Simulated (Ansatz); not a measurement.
Density of states of Ba₂FeMoO₆ (Fm-3m, a = 8.012 Å, b = 8.012 Å, c = 8.012 Å, α = 90.00°, β = 90.00°, γ = 90.00°), in states per eV and primitive cell, averaged over bins of 0.3 eV. Method: DFT PBEsol, scalar-relativistic, plane waves, PAW in Ansatz 0.2.0.

Cutoff 420 eV; k points 8×8×8 on the computed 10-atom cell (Γ-centred); Gaussian smearing, width 0.10 eV; collinear spin from starting moments 0 0 3.86 -0.17 0 0 0 0 0 0 μB.

The cell is relaxed at this level. The states (both spins) are summed by tetrahedra on a 12×12×12 mesh at the self-consistent density. Energies are bin centres; the table starts no lower than −8 eV and ends at 6 eV, or lower where the solved bands end.

It is a metal at this level.

```csv
E − E_F (eV),total,O 2p down,O 2p up,Fe 3d down,Mo 4d down,Mo 4d up,Fe 3d up,Ba 6s down
-7.60,1.10,0.07,0.63,0.00,0.02,0.19,0.02,0.00
-7.30,2.90,0.76,1.12,0.01,0.23,0.26,0.11,0.00
-7.00,3.87,1.02,1.34,0.02,0.23,0.45,0.46,0.00
-6.70,3.14,0.40,1.58,0.01,0.09,0.46,0.34,0.00
-6.40,8.96,3.62,2.23,0.25,1.37,0.43,0.37,0.06
-6.10,3.79,1.17,1.21,0.04,0.37,0.40,0.24,0.04
-5.80,6.28,2.09,1.88,0.15,0.59,0.51,0.47,0.04
-5.50,11.34,2.85,3.79,0.06,1.53,1.34,0.79,0.01
-5.20,8.14,1.94,3.53,0.09,0.58,0.36,0.88,0.01
-4.90,6.82,2.04,2.74,0.11,0.02,0.06,1.37,0.01
-4.60,8.60,4.53,1.67,0.54,0.01,0.12,1.21,0.02
-4.30,2.87,0.87,1.15,0.09,0.01,0.10,0.46,0.03
-4.00,7.35,4.27,1.54,0.44,0.05,0.10,0.42,0.06
-3.70,6.27,2.84,2.07,0.19,0.05,0.11,0.60,0.04
-3.40,9.32,2.71,5.09,0.10,0.04,0.11,0.70,0.04
-3.10,12.22,6.24,4.52,0.18,0.05,0.05,0.48,0.03
-2.80,10.66,4.84,4.08,0.12,0.05,0.05,1.02,0.02
-2.50,8.56,3.59,3.39,0.04,0.02,0.04,1.17,0.01
-2.20,7.80,1.90,3.78,0.00,0.00,0.02,1.91,0.00
-1.90,0.40,0.00,0.11,0.00,0.00,0.03,0.22,0.00
-1.60,1.10,0.00,0.36,0.00,0.00,0.07,0.58,0.00
-1.30,1.69,0.00,0.63,0.00,0.00,0.07,0.86,0.00
-1.00,1.72,0.00,0.78,0.00,0.00,0.05,0.79,0.00
-0.70,2.51,0.07,0.90,0.40,0.25,0.02,0.76,0.01
-0.40,1.21,0.17,0.00,0.63,0.36,0.00,0.00,0.01
-0.10,1.62,0.27,0.00,0.87,0.41,0.00,0.00,0.01
0.20,2.23,0.39,0.00,1.36,0.42,0.00,0.00,0.01
0.50,3.82,0.58,0.03,2.83,0.24,0.06,0.00,0.00
0.80,7.04,0.68,1.39,0.70,0.94,2.67,0.06,0.04
1.10,10.97,1.96,1.59,1.41,2.68,2.64,0.03,0.08
1.40,3.58,0.53,0.30,1.43,0.62,0.49,0.00,0.02
1.70,2.09,0.23,0.00,1.51,0.17,0.00,0.00,0.00
2.00,2.04,0.34,0.00,1.48,0.09,0.00,0.00,0.00
2.30,1.31,0.28,0.00,0.95,0.02,0.00,0.00,0.00
2.60,0.00,0.00,0.00,0.00,0.00,0.00,0.00,0.00
2.90,0.03,0.00,0.00,0.00,0.00,0.00,0.00,0.00
3.20,0.31,0.00,0.00,0.00,0.00,0.00,0.00,0.00
3.50,0.54,0.01,0.01,0.00,0.01,0.01,0.00,0.00
3.80,1.06,0.01,0.04,0.00,0.01,0.15,0.00,0.00
4.10,2.14,0.06,0.11,0.01,0.18,0.33,0.00,0.01
4.40,2.96,0.14,0.17,0.02,0.33,0.40,0.00,0.01
4.70,4.43,0.27,0.19,0.04,0.52,0.38,0.00,0.03
5.00,4.77,0.23,0.22,0.02,0.35,0.34,0.00,0.06
5.30,5.53,0.27,0.39,0.03,0.34,0.57,0.01,0.13
5.60,7.51,0.43,0.40,0.05,0.49,0.47,0.01,0.31
```

The columns after the total are the main Löwdin projections on the occupied valence shells of the potentials; 13 others are left out. The rest of the total lies in those, in shells that are empty in the free atom, which aren't projected, and between the atoms.

Spin-orbit coupling is left out, which matters for the bands of heavy elements. The cell holds one magnetic atom, so it can only be ferromagnetic; an antiferromagnetic order may lie lower.

Only this magnetic start was tried.